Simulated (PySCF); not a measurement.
Working out the ionisation energy of Mg

Mg [Ne] 3s2 (1S) → Mg⁺ [Ne] 3s1 (2S). Calculation: PySCF 2.14, in aug-cc-pCVTZ-DK (8s7p5d3f, 75 functions); scalar relativity by spin-free X2C-1e. Frozen: nothing. Energies in hartree (1 hartree = 27.21139 eV):

| part | Mg (lower) | Mg⁺ (upper) |
| --- | --- | --- |
| UHF | -199.919602 | -199.676473 |
| MP2 opposite-spin | -0.245507 | -0.219523 |
| MP2 same-spin | -0.079448 | -0.077346 |

Q: What does Hartree-Fock give?

A: (-199.676473) − (-199.919602) = 0.243129 hartree = 6.616 eV.

Q: What do MP2 and SCS-MP2 (6/5 opposite-spin, 1/3 same-spin) give?

A: The opposite-spin parts differ by 0.707 eV and the same-spin parts by 0.057 eV. MP2: 6.616 + (0.707) + (0.057) = 7.380 eV. SCS-MP2: 6.616 + 1.2 × (0.707) + (0.057)/3 = 7.483 eV.

Measured between the centres of the two terms (NIST): 7.646 eV, so MP2 (all electrons) is off by -0.266 eV.

What remains against the reference includes basis incompleteness and correlation beyond second order.
